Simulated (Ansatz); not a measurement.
Geometry optimisation, RKS B3LYP-D4/6-31G* in Ansatz.

Input:

```yaml
crystal:
  periodic: [false, false, false]
  atoms:
    - { symbol: Si, position_ang: [0.452017, 0.008865, -0.218697] }
    - { symbol: H, position_ang: [0.268896, -0.340944, 1.199405] }
    - { symbol: H, position_ang: [1.913275, -0.055192, -0.521891] }
    - { symbol: H, position_ang: [-0.023003, 1.394185, -0.474299] }
    - { symbol: H, position_ang: [-0.245979, -0.978742, -1.083369] }
    - { symbol: "N", position_ang: [-2.260648, -0.108467, 1.107934] }
    - { symbol: H, position_ang: [-3.028461, -0.747696, 0.914754] }
    - { symbol: C, position_ang: [-2.718158, 0.986191, 1.971246] }
    - { symbol: H, position_ang: [-3.179791, 0.671887, 2.921275] }
    - { symbol: H, position_ang: [-1.868857, 1.631607, 2.209871] }
    - { symbol: H, position_ang: [-3.44607, 1.59324, 1.425948] }
    - { symbol: H, position_ang: [-1.531122, -0.657435, 1.600224] }
basis:
  gaussian: { orbitals: "6-31G*" }
hamiltonian:
  xc: b3lyp
  dispersion: d4
relax:
  f_tol: 0.03
  max_steps: 50
```

Command:

```bash
$ ansatz run input.yaml --threads 1 --pin off --max-ram 2048MiB --backend cpu --events-out ev --progress --plain --runs-dir out
```

Where does it end, and by what steps?

The run converged. The force dipped under the threshold on the way, but the program's further checks kept it going. After 16 steps the energy has fallen by 0.155 eV; H11 moved furthest, 0.91 Å.

| step | energy less start (eV) | largest force component (eV/Å) | accepted |
| --- | --- | --- | --- |
| 0 | 0.0000 | 0.838 | yes |
| 1 | -0.0758 | 0.273 | yes |
| 2 | -0.0971 | 0.225 | yes |
| 3 | -0.1087 | 0.187 | yes |
| 4 | -0.1223 | 0.455 | yes |
| 5 | -0.1336 | 0.355 | yes |
| 6 | -0.1428 | 0.197 | yes |
| 7 | -0.1497 | 0.032 | yes |
| 8 | -0.1433 | 0.333 | no |
| 9 | -0.1503 | 0.054 | yes |
| 10 | -0.1517 | 0.111 | yes |
| 11 | -0.1526 | 0.052 | yes |
| 12 | -0.1536 | 0.005 | yes |
| 13 | -0.1543 | 0.028 | yes |
| 14 | -0.1545 | 0.044 | yes |
| 15 | -0.1548 | 0.028 | yes |
| 16 | -0.1552 | 0.026 | yes |

```xyz
12
Properties=species:S:1:pos:R:3
Si 0.293 0.080 -0.158
H 0.617 0.065 1.291
H 1.597 0.297 -0.866
H -0.570 1.227 -0.541
H -0.222 -1.223 -0.649
N -2.158 -0.268 1.208
H -2.893 -0.503 0.544
C -2.511 0.944 1.953
H -3.460 0.889 2.509
H -1.711 1.167 2.665
H -2.571 1.784 1.255
H -2.079 -1.062 1.841
```

Whether the end is a true minimum wasn't checked by a vibrational analysis.

Run time: 38 s on 1 thread of Intel(R) Xeon(R) Platinum 8375C CPU @ 2.90GHz (Ice Lake) (shared host), peak memory 0.16 GiB.
